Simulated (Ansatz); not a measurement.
**Structure relaxation of Ti2W**

All numbers below come from DFT PBE, scalar-relativistic, plane waves, PAW (Ansatz 0.2.0). Cutoff 420 eV, Γ-centred k mesh, Gaussian smearing, no spin polarisation in the final step.

Ti2W was placed on the Cu2Sb structure type (P4/nmm, No. 129), with W in place of Sb, Ti in place of Cu, at a guessed volume.

```
Ti W
1.0
     3.79501    0.00000    0.00000
     0.00000    3.79501    0.00000
     0.00000    0.00000    5.79043
Ti W
4 2
Direct
  0.00000 0.00000 0.00000
  0.50000 0.50000 0.00000
  0.00000 0.50000 0.27000
  0.50000 0.00000 0.73000
  0.00000 0.50000 0.70000
  0.50000 0.00000 0.30000
```

Cell and atoms relax at zero pressure; the relaxation can't lower the symmetry of the start. After a coarse first stage the cell is made exact in the group found at 0.06 Å.

Formation energies are uncorrected and refer to the elements' standard structures at the same level.

Which crystal results?

It keeps P4/nmm (No. 129), but not the shape of the type it started on. Conventional cell: a = 3.745 Å, c = 7.459 Å. Ti on Wyckoff site a (2 atoms of the primitive cell) is coordinated by 4 Ti at 2.65 Å and 4 W at 2.71 Å; Ti on Wyckoff site c (2 atoms of the primitive cell) has 5 W at 2.75–2.78 Å; W has 9 Ti at 2.71–2.78 Å.

```cif
data_structure
_symmetry_space_group_name_H-M 'P4/nmm:1'
_symmetry_Int_Tables_number 129
_cell_length_a 3.7453
_cell_length_b 3.7453
_cell_length_c 7.4586
_cell_angle_alpha 90.000
_cell_angle_beta 90.000
_cell_angle_gamma 90.000
_cell_volume 104.62
loop_
_atom_site_label
_atom_site_type_symbol
_atom_site_symmetry_multiplicity
_atom_site_Wyckoff_symbol
_atom_site_fract_x
_atom_site_fract_y
_atom_site_fract_z
_atom_site_occupancy
Ti1 Ti 2 a 0.00000 0.00000 0.00000 1
Ti2 Ti 2 c 0.00000 0.50000 0.36399 1
W1 W 2 c 0.00000 0.50000 0.73689 1
```

What are its volume, energy, density and gap?

The volume per atom is 17.44 Å³. The density is 8.87 g/cm³, the energy over the elements is 0.37 eV/atom and the gap on the 10×10×6 mesh is 0 eV (a metal).

The final run used a 10×10×6 mesh on its 6-atom cell and 0.10 eV smearing. For metals, differences of a few meV/atom aren't resolved. Spin–orbit coupling is left out. Symmetry constrained the relaxation, so the result can be a saddle point.

Cost: 4 runs of about 5.6 core-minutes in all, on Arm Neoverse V2 (shared hosts).